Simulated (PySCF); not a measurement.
Gas-phase reaction: 2 AlCl3.NH3 + 2 Al + Al2H6 ⇌ 2 N + 6 AlH2Cl

Method: PySCF energies plus ideal-gas RRHO corrections (1 bar). † marks an energy on the PBE0/def2-TZVP geometry and frequencies; other levels use their own. CCSD(T) freezes the core. Open shells (unrestricted): Al (multiplicity 2, electronic degeneracy 6), N (multiplicity 4); the rest are closed-shell singlets. Spin-orbit splitting is ignored; it lowers the true energy and changes the entropy of Al. B3LYP is the form with VWN-RPA correlation. Adducts (AlCl3.NH3) have no counterpoise correction, and HF, PBE, BLYP, B3LYP and PBE0 lack dispersion. Al2H6, AlH2Cl: computed as isolated molecules; such fragments, hydroxides, amides, oligomers or adducts are transient or little studied in the gas. CCSD(T) isn't extrapolated to the basis-set limit. The harmonic model lacks anharmonicity and excited electronic states, which grow with temperature; levels with a mode under 35 cm⁻¹ are left out. Soft modes under 120 cm⁻¹ make the harmonic entropy rough for AlCl3.NH3.

```json
[
 {"level": "B3LYP/def2-TZVP†", "ΔE electronic, kJ": "1091", "ΔH°(298 K), kJ": "980", "ΔS°(298 K), J/K": "477", "ΔG°(1600 K), kJ": "226"},
 {"level": "CCSD(T)/def2-SVP†", "ΔE electronic, kJ": "1040", "ΔH°(298 K), kJ": "928", "ΔS°(298 K), J/K": "477", "ΔG°(1600 K), kJ": "174"},
 {"level": "M06-2X/def2-TZVP†", "ΔE electronic, kJ": "1165", "ΔH°(298 K), kJ": "1053", "ΔS°(298 K), J/K": "477", "ΔG°(1600 K), kJ": "299"},
 {"level": "PBE/def2-SVP", "ΔE electronic, kJ": "1230", "ΔH°(298 K), kJ": "1125", "ΔS°(298 K), J/K": "479", "ΔG°(1600 K), kJ": "373"},
 {"level": "PBE/def2-TZVP†", "ΔE electronic, kJ": "1209", "ΔH°(298 K), kJ": "1097", "ΔS°(298 K), J/K": "477", "ΔG°(1600 K), kJ": "344"},
 {"level": "PBE0/def2-QZVP†", "ΔE electronic, kJ": "1172", "ΔH°(298 K), kJ": "1061", "ΔS°(298 K), J/K": "477", "ΔG°(1600 K), kJ": "307"},
 {"level": "PBE0/def2-TZVP", "ΔE electronic, kJ": "1163", "ΔH°(298 K), kJ": "1051", "ΔS°(298 K), J/K": "477", "ΔG°(1600 K), kJ": "297"},
 {"level": "r2SCAN/def2-TZVP†", "ΔE electronic, kJ": "1127", "ΔH°(298 K), kJ": "1016", "ΔS°(298 K), J/K": "477", "ΔG°(1600 K), kJ": "262"},
 {"level": "ωB97X-V/def2-TZVP†", "ΔE electronic, kJ": "1125", "ΔH°(298 K), kJ": "1013", "ΔS°(298 K), J/K": "477", "ΔG°(1600 K), kJ": "259"}
]
```
ΔH° is lowest at CCSD(T)/def2-SVP† and highest at PBE/def2-SVP. No reference value is set beside these.
